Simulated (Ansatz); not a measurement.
Input file:

```yaml
crystal:
  periodic: [false, false, false]
  atoms:
    - {symbol: Ge, position_ang: [0.000000, -0.042268, 1.219169]}
    - {symbol: Ge, position_ang: [0.000000, 0.021899, -1.243104]}
    - {symbol: H, position_ang: [0.000000, 1.467966, 1.724950]}
basis:
  gaussian: {orbitals: cc-pVDZ}
magnetization: {spin_polarized: true, initial_magnetization: 5}
correlation: {method: ccsdt_q, electrons: outside_noble_gas}
```

```sh
$ ansatz run in.yaml --threads 1 --pin off --events-out ev --progress --plain --max-ram 2393MiB
```

The program prints:

```
1168 factors; integrals over basis functions are off by at most 1.4e-7 eV
mean field evaluation 1: about -112956.7840 eV, gradient 7.0e0 eV
mean field evaluation 2: about -112956.8124 eV, gradient 7.0e0 eV
mean field evaluation 4: about -112957.6450 eV, gradient 1.6e0 eV
mean field evaluation 8: about -112957.7723 eV, gradient 3.0e-1 eV
mean field evaluation 16: about -112957.4562 eV, gradient 3.0e0 eV
mean field evaluation 32: about -112953.9300 eV, gradient 2.3e0 eV
mean field evaluation 64: about -112954.3364 eV, gradient 2.0e-3 eV
mean field -112957.77893971 eV, -4151.1218105018 hartree, gradient 1.1e-6 eV, S^2 8.764231; 1 other end points of the search recorded, 0 dependent functions left out
determinant -112957.77893971 eV, -4151.1218105018 hartree, with singles and doubles -112961.21395296 eV, -4151.2480449105 hartree
determinant -112954.33644987 eV, -4150.9953013336 hartree, with singles and doubles -112958.04179684 eV, -4151.1314703232 hartree
28 core orbitals not correlated: weight in the atoms' cores, before any rotation towards them, 1.000 or more for the frozen orbitals, at most 0.000 for the correlated occupied ones
reference -112957.77893971 eV, -4151.1218105018 hartree; 7, 2 occupied and 24, 29 virtual orbitals, 1168 factors
second order -2.66470836 eV of doubles, -0.00000000 eV of singles
cycle   1  -3.18663822 eV  change   -5.2e-1 eV  update   7.3e-2
cycle   2  -3.50778851 eV  change   -3.2e-1 eV  update   3.7e-2
cycle   3  -3.55282076 eV  change   -4.5e-2 eV  update   1.8e-2
cycle   4  -3.56596217 eV  change   -1.3e-2 eV  update   1.0e-2
cycle   5  -3.56758169 eV  change   -1.6e-3 eV  update   4.7e-3
cycle   6  -3.56689605 eV  change    6.9e-4 eV  update   2.2e-3
cycle   7  -3.56848634 eV  change   -1.6e-3 eV  update   8.9e-4
cycle   8  -3.56874882 eV  change   -2.6e-4 eV  update   3.5e-4
cycle   9  -3.56840745 eV  change    3.4e-4 eV  update   1.6e-4
cycle  10  -3.56837469 eV  change    3.3e-5 eV  update   6.2e-5
cycle  11  -3.56843003 eV  change   -5.5e-5 eV  update   2.8e-5
cycle  12  -3.56843971 eV  change   -9.7e-6 eV  update   1.2e-5
cycle  13  -3.56844194 eV  change   -2.2e-6 eV  update   5.4e-6
cycle  14  -3.56843578 eV  change    6.2e-6 eV  update   2.3e-6
cycle  15  -3.56843327 eV  change    2.5e-6 eV  update   1.0e-6
cycle  16  -3.56843311 eV  change    1.6e-7 eV  update   4.7e-7
perturbative correction -0.00538998 eV, -0.0001980782 hartree
Total energy: -112961.35276280 eV, -4151.2531460778 hartree
```

Ran on 1 thread of Arm Neoverse V2, shared host: 9 s wall, 0.21 GiB peak host memory.
